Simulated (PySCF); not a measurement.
C4H4S.

```xyz
9

C      0.0000     0.7149     1.2748
C      0.0000    -0.7149     1.2748
C      0.0000    -1.2414     0.0075
S      0.0000     0.0000    -1.1982
C      0.0000     1.2414     0.0075
H      0.0000     1.3261     2.1785
H      0.0000    -1.3261     2.1785
H      0.0000    -2.2898    -0.2867
H      0.0000     2.2898    -0.2867
```

Geometry: B3LYP-D3(BJ)/def2-SVP.

Level of theory: KT2/pcSseg-1 in PySCF. Non-relativistic, no solvent.

Computed absolute GIAO shielding of each atom: isotropic value and principal components (ppm):
| atom | σ(iso) | σ11 | σ22 | σ33 | span |
|---|---|---|---|---|---|
| C1 | 61.4 | -14.4 | 49.1 | 149.6 | 164.0 |
| C2 | 61.4 | -14.4 | 49.1 | 149.6 | 164.0 |
| C3 | 60.7 | -20.5 | 60.6 | 142.1 | 162.5 |
| S4 | 293.6 | 164.2 | 290.6 | 426.1 | 261.9 |
| C5 | 60.7 | -20.5 | 60.6 | 142.1 | 162.5 |
| H6 | 24.1 | 21.1 | 24.0 | 27.2 | 6.1 |
| H7 | 24.1 | 21.1 | 24.0 | 27.2 | 6.1 |
| H8 | 24.2 | 21.2 | 24.3 | 27.0 | 5.8 |
| H9 | 24.2 | 21.2 | 24.3 | 27.0 | 5.8 |
